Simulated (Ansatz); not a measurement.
Isomers of S5⁺ (doublet), relaxed with PBE-D4/def2-SVP; total energies from Ansatz at RPA@PBE/def2-TZVP.

```tsv
isomer	description	energy (Eh)
A	point group Cs; 5 × S–S 2.08 to 2.14 Å	-1988.71243
B	point group Cs; 4 × S–S 1.92 to 2.20 Å	-1988.68919
```

Correlated methods freeze 25 core orbitals.

The isomers come from a short search, and lower ones may exist.

Problem. Work out the relative energies (1 Eh = 2625.5 kJ/mol) and the Boltzmann populations at 800 K from electronic energies alone (R = 8.314 J/mol/K).

Solution. ΔE: A 0.0, B 61.0 kJ/mol. RT = 6.65 kJ/mol. Factors exp(−ΔE/RT): A 1, B 0.000104; sum 1.000. Populations: A 100.0 %, B 0.0 %. Zero-point energy, vibrational entropy and symmetry numbers are left out and can shift these; an error of 4 kJ/mol changes a ratio by a factor of 1.8. Over the other density-functional and correlated levels in def2 sets, the gap between A and B ranges from 39 to 106 kJ/mol.
